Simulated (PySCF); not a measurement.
**Basis and Hamiltonian dependence of the electron affinity of S**

S⁻ [Ne] 3s2 3p5 (2P) → S [Ne] 3s2 3p4 (3P). Calculated with PySCF 2.14 from differences of total energies of unrestricted determinants, without spin-orbit coupling. Values in eV.

```
                                                               basis       Hamiltonian  functions    UHF    LDA   PBE0  MP2 (valence)  CCSD(T) (valence)  CCSD(T) (valence and next inner shell)
                                                      aug-cc-pVDZ-DK     spin-free X2C         27  0.907  2.383  2.075          1.784              1.773                                     n/a
                                                     aug-cc-pV(D+d)Z  non-relativistic         32  0.919  2.393  2.087          1.798              1.778                                     n/a
                                                        ANO-RCC-VTZP     spin-free X2C         34  0.860  2.388  2.040          1.862              1.873                                   1.873
                                                      aug-cc-pVTZ-DK     spin-free X2C         50  0.876  2.387  2.056          1.923                n/a                                     n/a
                                                       aug-cc-pwCVTZ  non-relativistic         75  0.887  2.395  2.066          1.937              1.949                                   1.950
                                                          dyall-av3z     spin-free X2C         84  0.870  2.384  2.054          1.920              1.935                                     n/a
                                                          dyall-av3z  non-relativistic         84  0.884  2.394  2.066          1.931              1.946                                     n/a
   x2c-QZVPPall with one added diffuse shell each of s, p, d, f type     spin-free X2C         86  0.869  2.382  2.053          1.982              2.001                                   1.999
                                                     aug-cc-pV(Q+d)Z  non-relativistic         89  0.885  2.393  2.065          2.018              2.037                                     n/a
aug-cc-pCVTZ-DK with one added diffuse shell each of s, p, d, f type     spin-free X2C         91  0.874  2.390  2.056          1.928              1.941                                     n/a
                                                         dyall-acv3z     spin-free X2C        113  0.869  2.383  2.053          1.924              1.937                                     n/a
                                                       aug-cc-pwCVQZ  non-relativistic        134  0.883  2.393  2.065          2.020                n/a                                     n/a
                                                     aug-cc-pCVQZ-DK     spin-free X2C        134  0.869  2.383  2.053          2.007                n/a                                     n/a
                                                     aug-cc-pV(5+d)Z  non-relativistic        136  0.883  2.394  2.066          2.053                n/a                                     n/a
```

Extrapolation of MP2 (valence) from aug-cc-pV(Q+d)Z and aug-cc-pV(5+d)Z: the correlation parts are 1.134 and 1.170 eV; with the X⁻³ form and unrounded values, (5³ × 1.170 − 4³ × 1.134)/(5³ − 4³) = 1.207 eV, and adding the Hartree-Fock value 0.883 eV of the larger basis gives 2.090 eV.

Extrapolation of MP2 (valence) from aug-cc-pwCVTZ and aug-cc-pwCVQZ: the correlation parts are 1.050 and 1.137 eV; with the X⁻³ form and unrounded values, (4³ × 1.137 − 3³ × 1.050)/(4³ − 3³) = 1.200 eV, and adding the Hartree-Fock value 0.883 eV of the larger basis gives 2.083 eV.

Frozen in the all-electron rows: valence: [Ne]; valence and next inner shell: 1s2.

In most of these bases the highest occupied level of the anion is positive at LDA, PBE0, so the basis helps to hold the electron.

Between the lowest levels the reference is 2.077 eV (measured; photodetachment measurements, as compiled on the Wikipedia data page of electron affinities); it includes spin-orbit coupling, which these numbers lack.
